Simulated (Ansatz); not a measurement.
Cartesian coordinates in Å:
```
C 0.422 -0.450 1.110
N 0.129 -0.044 -0.244
C -0.990 0.724 -0.522
N -1.859 1.157 0.285
C 0.966 -0.422 -1.267
O 1.959 -1.087 -1.134
H 0.564 0.423 1.751
H 1.338 -1.036 1.089
H -0.390 -1.061 1.512
H -1.088 0.958 -1.583
H -1.671 0.881 1.247
H 0.621 -0.043 -2.244
```

The species carries charge 0 and has multiplicity 1.

(1) List the PBE/def2-TZVPP orbital energies in eV (Ansatz). (An estimate is asked.)

## Answers

(1) The calculation gave: Occupied: -510.14, -382.53, -380.25, -271.96, -271.20, -270.34, -26.82, -24.85, -22.31, -18.81, -16.37, -14.78, -13.91, -12.32, -12.17, -10.72, -10.61, -10.19, -10.11, -9.00, -7.05, -6.62, -6.31. Lowest empty: -1.71, -0.60, 0.17, 0.74, 1.64, 2.04, 2.09, 2.19.
